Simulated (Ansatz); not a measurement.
C₃H₄, SMILES C(#C)C (connectivity only; charge and spin as stated), charge +1, multiplicity 2.

Coordinates come from a B3LYP-D3(BJ)/def2-TZVP optimisation. The geometry has at least one imaginary mode, so it is a saddle point at that level. The spin state was assumed, not searched.

Two levels are set side by side: PBE/def2-TZVPD (Ansatz, a quantum-chemistry and plane-wave program) and CAM-B3LYP/def2-TZVPD (Ansatz). Energy differences of separate SCF runs at the same geometry; the states with an electron removed or added have multiplicity 3 and 1. Differences are taken from unrounded values.

```json
[
 {"quantity": "vertical ionisation energy (eV)", "CAM-B3LYP": "18.14"},
 {"quantity": "vertical electron affinity (eV)", "CAM-B3LYP": "10.00"}
]
```

Problem. What does PBE give, and how far is it from CAM-B3LYP? (The exact figures need the calculation; the answer reports its results.)

Solution. 
```
quantity                           PBE  PBE minus CAM-B3LYP
-------------------------------  -----  -------------------
vertical ionisation energy (eV)  17.87                -0.27
vertical electron affinity (eV)   9.92                -0.08
```

On these quantities the two levels nearly agree.
